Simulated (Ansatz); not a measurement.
Species: C2H3O, charge -1, multiplicity 1. It need not be the lowest isomer of its formula. Whether it binds its extra electron was not tested at this geometry. SMILES: [CH2-]C=O
Coordinates optimised at B3LYP-D3(BJ)/def2-TZVP (Ansatz, a quantum-chemistry and plane-wave program):
```xyz
6

O      1.1506     0.2732     0.3820
C      0.0239     0.3105    -0.1879
H     -0.1824     1.1961    -0.8570
C     -1.0382    -0.5681    -0.1381
H     -0.9966    -1.4724     0.4633
H     -1.9401    -0.3641    -0.7061
```
Charge -1, spin multiplicity 1.

Question: Give the harmonic wavenumbers at B3LYP-D3(BJ)/def2-TZVP (Ansatz, finite differences of forces, unscaled).

Answer: 489, 535, 711, 987, 998, 1230, 1362, 1452, 1633, 2641, 3089, 3168 cm⁻¹. Zero-point energy 26.2 kcal/mol.

Question: From these and the geometry, give the ideal-gas thermochemistry at 298.15 K and 1 atm (rigid rotor, harmonic oscillator).

Answer: Point group Cs, rotational symmetry number 1. Rotational constants 76.28, 10.86, 9.51 GHz. S(trans) 37.21, S(rot) 21.24, S(vib) 1.83, S(elec, spin only) 0.00, S 60.3 cal/(mol K). H(298) - H(0) 2.78 kcal/mol; G - E(el) 11.0 kcal/mol.
